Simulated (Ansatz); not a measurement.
# C3H3N: a ladder of functionals and wavefunction methods

The task here is to estimate one member of a computed series from the others.

Computed with Ansatz 0.2.0, Gaussian basis. Level: functionals in def2-TZVPP, the program's frozen cores in correlated methods.

Plan: LDA (SPW92), PBE-D4, revPBE-D4, BLYP-D4, r2SCAN-D4, B97M-V, PBE0-D4, B3LYP-D4, r2SCANh-D4, r2SCAN0-D4, HSE06-D4, BHLYP-D4, CAM-B3LYP-D4, LC-ωPBE, ωB97X-V, ωB97M-V, B2PLYP, PBE-QIDH; CCSD(T)/def2-SVP; CCSD(T)/def2-TZVPP; MP2/def2-QZVPP; extrapolation to the limit; RPA on PBE.

## The relaxed structure

All runs share one geometry, relaxed beforehand with PBE0-D4 in a triple-zeta def2 set.

SMILES `[H]/N=C/C#C`, 7 atoms, charge 0, spin multiplicity 1.

Atoms are counted from 1 here; the program's logs count them from 0.

Bond lengths: H1–N2 1.019 Å, N2–C3 1.269 Å, C3–C4 1.429 Å, C3–H6 1.096 Å, C4–C5 1.201 Å, C5–H7 1.065 Å. Angles: H1–N2–C3 110.0°, N2–C3–C4 121.8°, N2–C3–H6 123.7°, C4–C3–H6 114.5°, C3–C4–C5 176.5°, C4–C5–H7 178.7°.

Set-up of the first run:

The input, in.yaml:

```yaml
crystal:
  periodic: [false, false, false]
  atoms:
    - {symbol: H, position_ang: [0.839199, -2.013875, 1.206978]}
    - {symbol: N, position_ang: [0.098525, -1.525721, 0.704672]}
    - {symbol: C, position_ang: [0.497713, -0.372679, 0.357088]}
    - {symbol: C, position_ang: [-0.343545, 0.528416, -0.364900]}
    - {symbol: C, position_ang: [-0.996520, 1.333969, -0.971587]}
    - {symbol: H, position_ang: [1.498125, 0.017465, 0.577413]}
    - {symbol: H, position_ang: [-1.593497, 2.032426, -1.509673]}
basis:
  gaussian: {orbitals: def2-TZVPP}
hamiltonian: {xc: lda}
output: {orbitals: {seedname: orbitals}}
```

Started as:

```bash
$ ansatz run in.yaml --threads 4 --pin off --events-out ev --progress --plain --max-ram 10444MiB
```

Steps of the session up to this table: LDA; PBE-D4 (GGA); revPBE-D4 (GGA); BLYP-D4 (GGA); r2SCAN-D4 (meta-GGA); B97M-V (meta-GGA); PBE0-D4 (hybrid); B3LYP-D4 (hybrid); r2SCANh-D4 (hybrid); r2SCAN0-D4 (hybrid); HSE06-D4 (hybrid); BHLYP-D4 (hybrid); CAM-B3LYP-D4 (range-separated); LC-ωPBE (range-separated); ωB97X-V (range-separated); ωB97M-V (range-separated); B2PLYP (double hybrid); PBE-QIDH (double hybrid).

One of the session's tables, all rows but one given; the rest of the session is left out.

It belongs to the step «Orbital energies across the functionals». 

```
  functional  HOMO (eV)  LUMO (eV)  gap (eV)
 LDA (SPW92)      -6.63      -2.76      3.87
      PBE-D4      -6.55      -2.51      4.04
   revPBE-D4      -6.52      -2.42      4.09
     BLYP-D4      -6.47      -2.37      4.10
   r2SCAN-D4      -6.90      -2.35      4.55
      B97M-V      -7.07      -2.21      4.86
     PBE0-D4      -8.15      -1.51      6.64
    B3LYP-D4      -7.91      -1.73      6.17
  r2SCANh-D4      -7.49      -1.98      5.51
  r2SCAN0-D4          ?          ?         ?
    HSE06-D4      -7.74      -1.89      5.85
    BHLYP-D4      -9.11      -0.36      8.75
CAM-B3LYP-D4      -9.45      -0.35      9.10
     LC-ωPBE     -10.85       0.81     11.66
     ωB97X-V     -10.42       0.76     11.19
     ωB97M-V     -10.31       0.70     11.01
```

Q: Estimate the row for r2SCAN0-D4 from the others.

Worked estimate for «HOMO (eV)». Against the share of exact exchange, r2SCAN-D4 (0, -6.90), r2SCANh-D4 (0.1, -7.49) give a slope of -5.90 per unit share; at 0.25 the line stands at -8.37.

**Answer.** HOMO (eV): -8.29; LUMO (eV): -1.42; gap (eV): 6.87. In «HOMO (eV)» the line misses by -0.08.
